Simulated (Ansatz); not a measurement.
C4H9FO, SMILES `COCCCF`. The species carries charge 0 and has multiplicity 1. Geometry: relaxed with PBE0-D4/def2-TZVP. It is one conformer, not always the lowest.

```xyz
15

C    -2.037    1.150   -0.078
O    -0.659    0.905   -0.074
C    -0.344   -0.396   -0.500
C     1.155   -0.575   -0.476
C     1.724   -0.425    0.914
F     3.089   -0.658    0.891
H    -2.463    1.040   -1.085
H    -2.192    2.175    0.260
H    -2.571    0.468    0.599
H    -0.832   -1.135    0.157
H    -0.728   -0.566   -1.518
H     1.399   -1.571   -0.857
H     1.623    0.156   -1.141
H     1.275   -1.149    1.603
H     1.561    0.582    1.303
```

What is the dipole moment at PBE/def2-TZVPP? (Estimate.)

Ansatz gave: 2.59 D, with components (-2.51, -0.34, -0.52) D in this frame, pointing from negative to positive charge.

And with r2SCAN, B3LYP, ωB97M-V? (An estimate is asked.)

Ansatz gave: r2SCAN 2.69 D, B3LYP 2.80 D, ωB97M-V 2.80 D.

Give the Mulliken charges with PBE, B3LYP, ωB97M-V in def2-TZVPP. (An estimate is asked.)

The calculation gave: 
| atom | PBE | B3LYP | ωB97M-V |
| --- | --- | --- | --- |
| C1 | -0.14 | -0.12 | -0.18 |
| O2 | -0.26 | -0.33 | -0.31 |
| C3 | -0.02 | 0.01 | -0.05 |
| C4 | -0.07 | -0.08 | -0.16 |
| C5 | 0.05 | 0.09 | 0.05 |
| F6 | -0.21 | -0.26 | -0.24 |
| H7 | 0.08 | 0.08 | 0.10 |
| H8 | 0.11 | 0.12 | 0.13 |
| H9 | 0.08 | 0.08 | 0.10 |
| H10 | 0.05 | 0.06 | 0.09 |
| H11 | 0.07 | 0.07 | 0.10 |
| H12 | 0.06 | 0.06 | 0.09 |
| H13 | 0.07 | 0.07 | 0.09 |
| H14 | 0.05 | 0.06 | 0.08 |
| H15 | 0.08 | 0.09 | 0.11 |

B3LYP here is the variant with VWN-RPA as its local correlation; programs differ in this.
